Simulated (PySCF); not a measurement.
A survey of $^{31}$P NMR shifts

Averaged over atoms made equivalent by symmetry, fast rotation or ring inversion, one conformer, no solvent model, non-relativistic. GFN2-xTB structure; shielding tensors at PBE0/pcSseg-1 (GIAO); PySCF 2.14.

Shieldings were converted by a linear fit to measured shifts: $^{31}$P (scatter 18.1 ppm rms vs H3PO4, solution or neat liquid). A few per cent of atoms miss by over 2 rms, more outside the fitted compound classes.

**Question.** Give the $^{31}$P shifts of `C=CP1(=S)CCSCC1`, `CN1C=CN(C)P1(P)=S`.

**Answer.** 
```csv
compound,environment,δ (ppm)
C=CP1(=S)CCSCC1,"phosphorus bonded to 3 C, S, in a 6-membered ring",22.9
[CH3:1][N:2]1[CH:3]=[CH:4][N:5]([CH3:6])[P:7]1([PH2:8])=[S:9],"P7: phosphorus bonded to 2 N, P, S, in a 5-membered ring",64.9
[CH3:1][N:2]1[CH:3]=[CH:4][N:5]([CH3:6])[P:7]1([PH2:8])=[S:9],"P8: phosphorus bonded to P, 2 H",-94.6
```

**Question.** Match the shifts 923.9, 131.7, 12.0, -120.2 ppm to `O=[P@H]1CC=C(F)C1`, `P=S`, `S=[PH]1C=C1`, `COC/P=C(\F)C(C)C`.

**Answer.** 923.9: P=S (phosphorus bonded to S, H); 131.7: COC/P=C(\F)C(C)C (phosphorus bonded to 2 C); 12.0: O=[P@H]1CC=C(F)C1 (phosphorus bonded to 2 C, O, H, in a 5-membered ring); -120.2: S=[PH]1C=C1 (phosphorus bonded to 2 C, S, H, in a 3-membered ring).
